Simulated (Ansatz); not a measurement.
Crystal: Nb₂O, antifluorite type, 3 atoms in the cell.

The calculation used Ansatz 0.2.0 development build, PBE, plane waves, PAW datasets (generated soft set 1).

Cutoff 420 eV; k-mesh 34×34×34 Γ-centred; Fermi–Dirac smearing of 0.0612 eV; no spin polarisation.

Question: What equilibrium volume, lattice constant and bulk modulus does this give?

Answer: V₀ = 14.425 Å³/atom (a₀ = 5.573 Å), B₀ = 164 GPa, B₀′ = 4.17. The points behind the fit:

```json
{"V (Å³/atom)": "13.564", "a (Å)": "5.4599", "E − E(min) (meV/atom)": "29.35", "P (GPa)": "11.52"}
{"V (Å³/atom)": "13.852", "a (Å)": "5.4984", "E − E(min) (meV/atom)": "12.52", "P (GPa)": "7.25"}
{"V (Å³/atom)": "14.141", "a (Å)": "5.5363", "E − E(min) (meV/atom)": "2.97", "P (GPa)": "3.41"}
{"V (Å³/atom)": "14.429", "a (Å)": "5.5737", "E − E(min) (meV/atom)": "0.00", "P (GPa)": "-0.05"}
{"V (Å³/atom)": "14.718", "a (Å)": "5.6106", "E − E(min) (meV/atom)": "2.94", "P (GPa)": "-3.17"}
{"V (Å³/atom)": "15.007", "a (Å)": "5.6470", "E − E(min) (meV/atom)": "11.22", "P (GPa)": "-5.98"}
{"V (Å³/atom)": "15.295", "a (Å)": "5.6830", "E − E(min) (meV/atom)": "24.33", "P (GPa)": "-8.52"}
```

The published all-electron PBE values for this crystal (mean of FLEUR and WIEN2k, k-spacing 0.06 Å⁻¹; Bosoni et al., Nat. Rev. Phys. 6, 45 (2024)) are V₀ = 14.428 Å³/atom, B₀ = 164.4 GPa, B₀′ = 4.18.

The stress includes the program's correction for the finite plane-wave basis.

This cubic structure is a model: it isn't the usual form of the substance at ambient conditions, and such phases are metastable or hypothetical.
